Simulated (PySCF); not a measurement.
# F3N (Nitrogen trifluoride): the cost of one run

Programs: PySCF 2.14.0, with density-fitted response routines of our own. Each step states its level of theory. These are calculated values for one molecule in the gas phase, unless marked as measured. Atoms count from 0, in the outputs and in this text.

### Step 1. The starting structure

4 atoms, charge 0, multiplicity 1; geometry from: GFN2-xTB. The atoms were then displaced at random by about 0.01 Å, so the start is not that level's minimum.

Bonds of the start (Å): F0–N1 1.33, N1–F2 1.37, N1–F3 1.39.

### Step 2. Geometry optimisation at PBE0-D3(BJ)/def2-SVP

What the job is given:

```
{"job": {"xc": "PBE0", "basis": "def2-SVP", "d3": "d3bj", "grid": 1, "shake": 0.01, "kind": "geom"}, "charge": 0, "multiplicity": 1}
F     -0.518390     1.079550    -0.149290
N     -0.004400    -0.002390     0.425450
F     -0.702660    -1.022760    -0.158600
F      1.263440    -0.079770    -0.150570
```

Run with:

```console
$ OMP_NUM_THREADS=1 python probes_run.py task.json out
```

The driver reads the jobs from task.json and runs them one after another.

**Question.** How long does this first job take on 1 thread of AMD EPYC 7R32, shared host, and how much memory does it need?

About 5.7 s, with a peak of 0.27 GiB.
